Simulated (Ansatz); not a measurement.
Two shapes of doublet CH2(+).

Shape 1:

```xyz
3

C    -0.0524   -0.1125   -0.1162
H    -0.2860   -0.0403    0.9582
H     0.4919    0.8235   -0.3206
```

Shape 2:

```xyz
3

C    -0.0421   -0.0793   -0.0875
H    -0.2987   -0.0654    0.9564
H     0.4945    0.8153   -0.3475
```

Basis set: def2-SVP (spherical functions). Frozen core: 1 orbital. Charge 1, multiplicity 2.

Computed with Ansatz (development build ahead of 0.2.0); each method stands on the lowest determinant of its kind that the runs found.

Q: Which shape is lower in energy, and by how much in each method?

A:

| method | E(2) − E(1) (eV) |
| --- | --- |
| UHF | -0.206 |
| UHF-MP2 | -0.179 |

Shape 2 is lower.
